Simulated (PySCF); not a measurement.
Species: C₄H₄F₂.
Z-matrix (Å and degrees, PBE0-D3(BJ)/def2-SVP geometry), rows numbered from 1:
```
F 
C   1  1.3660
C   2  1.4702  1  111.78
C   3  1.2898  2  156.73  1    -1.82
F   4  1.3047  3  148.71  2     0.72
C   4  1.4670  3   67.66  2  -179.75
H   2  1.1058  1  109.21  3   121.48
H   2  1.1060  1  109.15  3  -121.45
H   6  1.1038  3  119.12  4   107.25
H   6  1.1037  3  119.14  4  -107.15
```

Computed with PySCF at PBE0/pcSseg-1 and PBE0/def2-SVPD, non-relativistic, on one gas-phase PBE0-D3(BJ)/def2-SVP geometry that isn't relaxed in the solvent. The solvent is an IEF-PCM continuum (van der Waals radii × 1.2). The model holds no explicit solvent molecules, cavitation or dispersion.

Gas phase at PBE0/pcSseg-1: HOMO -7.20 eV, LUMO 0.56 eV, dipole 2.32 D.

Problem. What does the continuum do to the energy, the frontier levels and the dipole at PBE0/pcSseg-1 in chloroform and methanol?

Solution. 
| solvent | ε | E(solvent) − E(gas) (kcal/mol) | polarisation term (kcal/mol) | distortion of the solute (kcal/mol) | HOMO (eV) | LUMO (eV) | dipole (D) |
| --- | --- | --- | --- | --- | --- | --- | --- |
| chloroform | 4.711 | -2.13 | -2.39 | 0.26 | -7.06 | 0.71 | 2.74 |
| methanol | 32.61 | -2.92 | -3.42 | 0.50 | -7.02 | 0.75 | 2.91 |

The polarisation term is half the interaction of the solute with the surface charges that it induces; the rest is the cost of distorting the solute's density. The sum is the electrostatic part of solvation alone. From chloroform to methanol the lowering changes by a factor 1.37, Onsager's factor (ε − 1)/(2ε + 1) by 1.34 and ε itself by 6.9.

Problem. Which radius a makes the point-dipole formula ΔE = −[(ε − 1)/(2ε + 1)]·μ²/a³ give the value in methanol, with the gas-phase dipole?

Solution. μ = 0.911 au and |ΔE| = 0.00466 Eh give a = 2.33 Å; the farthest nucleus lies 2.60 Å from the centroid of the nuclei, so such a sphere wouldn't even hold the nuclei. The formula assumes a rigid point dipole at the centre of a sphere.

Problem. Which Mulliken charges (PBE0/pcSseg-1) respond most in chloroform (means over atoms taken as equivalent)?

Solution. 
```tsv
atoms	environment	gas (e)	solvent (e)	change
F1	alkyl fluorine	-0.319	-0.336	-0.017
C4	vinylic C–F carbon	+0.246	+0.229	-0.017
H7/H8	methylene hydrogen	+0.124	+0.140	+0.016
F5	vinyl fluorine	-0.209	-0.219	-0.010
H9/H10	methylene hydrogen	+0.127	+0.134	+0.007
C2	sp3 C–F carbon	+0.254	+0.249	-0.005
```

Problem. Which Mayer bond orders change most in chloroform?

Solution. 
```tsv
bond	length (Å)	gas	solvent	change
F1–C2	1.366	0.916	0.898	-0.018
C4–F5	1.305	1.053	1.040	-0.013
C2–C3	1.470	1.013	1.021	+0.008
C3–C4	1.290	1.760	1.764	+0.004
C6–C3	1.542	0.789	0.785	-0.004
C2–H7	1.106	0.934	0.931	-0.003
C2–H8	1.106	0.935	0.932	-0.003
C4–C6	1.467	1.032	1.034	+0.002
```

Gas phase at PBE0/def2-SVPD: HOMO -7.26 eV, LUMO 0.43 eV, dipole 2.40 D.

Problem. What does the continuum do to the energy, the frontier levels and the dipole at PBE0/def2-SVPD in chloroform?

Solution. 
| solvent | ε | E(solvent) − E(gas) (kcal/mol) | polarisation term (kcal/mol) | distortion of the solute (kcal/mol) | HOMO (eV) | LUMO (eV) | dipole (D) |
| --- | --- | --- | --- | --- | --- | --- | --- |
| chloroform | 4.711 | -2.24 | -2.55 | 0.31 | -7.11 | 0.58 | 2.89 |

Problem. How does the static polarisability (PBE0/def2-SVPD, frozen core, with the continuum's full static response) change?

Solution. 
```tsv
medium	isotropic (au)	principal values (au)	⟨r²⟩ of the electrons (bohr²)
gas	48.2	37.6, 48.8, 58.1	628.1
chloroform	57.4	45.2, 58.3, 68.8	628.0
```

The isotropic value in chloroform is 1.19 times the gas-phase one; no cavity-field correction is applied. ⟨r²⟩ is taken about the centre of nuclear charge.

Hardware: an Arm Neoverse N1 with one thread (shared host). Cost: 13 s of wall time, 0.61 GiB resident at most. This is the whole shielding run at PBE0/pcSseg-1 in methanol, SCF included.
